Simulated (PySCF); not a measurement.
## Threshold energies of CCl in a plasma

PBE in PySCF with def2-TZVPPD on every atom, for the lowest determinant that a PBE0 search found; no spin–orbit coupling.

```csv
species,state (unpaired electrons),Re (Å),ωe (cm⁻¹),energy of the minimum from the neutral (eV),De (eV),dissociates to
CCl,doublet (π ↑),1.658,855,0.00,4.76,C + Cl
CCl⁺,singlet (closed shell),1.555,1136,8.92,7.37,C⁺ + Cl
CCl⁻,triplet (π ↑↑),1.860,505,-1.13,2.23,C + Cl⁻
```

Work out the lowest energy to break CCl into atoms, from its vibrational ground state.

D0 = De − ωe/2 = 4.76 − 0.05 = 4.71 eV (PBE/def2-TZVPPD).

Work out the ionisation energy of the C atom at this level and the threshold of dissociative ionisation.

IE(C) = 8.92 + 7.37 − 4.76 = 11.53 eV, so C⁺ + Cl + e⁻ appears at D0 + IE(C) = 16.24 eV (PBE/def2-TZVPPD). The measured IE(C) is 11.26 eV (NIST ASD).

Work out the electron affinity of the Cl atom and the threshold of dissociative attachment.

EA(Cl) = 4.76 − 2.23 − (-1.13) = 3.66 eV, so C + Cl⁻ needs D0 − EA(Cl) = 1.05 eV (PBE/def2-TZVPPD). The measured EA(Cl) is 3.613 eV.

At which energy does ion-pair formation open?

C⁺ + Cl⁻ lies at D0 + IE(C) − EA(Cl) = 12.58 eV (PBE/def2-TZVPPD).

These are thermodynamic thresholds; the onsets seen under electron impact lie higher where the geometry changes, and cross-sections peak well above them.

For an ion De counts to the pair picked by the measured ionisation energies or electron affinities, which need not be the lowest pair at this level. The highest Kohn–Sham level is positive in this anion. Much of that is self-interaction error, but it also means that the finite basis helps to hold the extra electron. States were picked by a PBE0 search and need not be the measured ground states.
